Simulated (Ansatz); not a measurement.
A nudged elastic band was laid between two geometries of BF2H + H (5 atoms, charge 0, multiplicity 2).

Method: UKS B3LYP/def2-SVP (Ansatz).

- movable images: 9
- climbing image: yes
- spring: 5.0 eV/Å²
- optimiser: quadratic models (default)
- start path: through a guess of the saddle point
- force threshold: 0.05 eV/Å
- iteration limit: 60
- end points: relaxed

Image 0:

```xyz
5
Properties=species:S:1:pos:R:3
B 0.000 0.005 -0.286
H 0.000 0.051 0.914
F 1.128 -0.021 -0.963
F -1.128 -0.021 -0.963
H 0.000 -0.013 3.820
```

Image 10:

```xyz
5
Properties=species:S:1:pos:R:3
B 0.000 -0.012 -0.587
H 0.000 0.018 2.402
F 1.140 -0.014 -1.229
F -1.140 -0.014 -1.229
H 0.000 0.022 3.163
```

(1) What changes between the two ends?

(2) What energy profile does the band end with?

(3) What is the geometry of the highest image?

(4) What are the harmonic wavenumbers there?

The band took 33 iterations and of the order of 8 core-minutes.

Results:

(1) Bonds broken: B1–H2. Bonds formed: H2–H5. BF2H + H becomes BF2 + H2.

(2) The forces met the threshold. The highest image is number 5 of 0 to 10, 9.9 kcal/mol above the first end and 4.7 kcal/mol above the last; the last end lies 5.2 kcal/mol above the first. A vibrational analysis at the climbing image gives one clearly imaginary mode, 816i cm⁻¹: a first-order saddle point.

| image | path coordinate (Å) | energy (kcal/mol) | B1–H2 (Å) | H2–H5 (Å) |
| --- | --- | --- | --- | --- |
| 0 | 0.00 | 0.0 | 1.20 | 2.91 |
| 1 | 0.34 | 0.1 | 1.20 | 2.53 |
| 2 | 0.68 | 0.4 | 1.20 | 2.14 |
| 3 | 1.02 | 1.4 | 1.21 | 1.76 |
| 4 | 1.37 | 4.2 | 1.26 | 1.35 |
| 5 | 1.71 | 9.9 | 1.59 | 0.89 |
| 6 | 2.05 | 7.9 | 1.95 | 0.79 |
| 7 | 2.40 | 6.1 | 2.31 | 0.77 |
| 8 | 2.75 | 5.6 | 2.65 | 0.76 |
| 9 | 3.10 | 5.3 | 2.81 | 0.76 |
| 10 | 3.45 | 5.2 | 2.99 | 0.76 |

(3) 
```xyz
5
Properties=species:S:1:pos:R:3
B 0.000 -0.027 -0.049
H 0.000 -0.012 1.544
F 1.136 0.003 -0.704
F -1.136 0.003 -0.704
H 0.000 0.033 2.433
```

(4) 816i, 27, 177, 525, 1056, 1071, 1149, 1457, 2022 cm⁻¹.

Run time: 7.5 min on 1 thread of Arm Neoverse V1, on a shared host, peak memory 0.11 GiB.
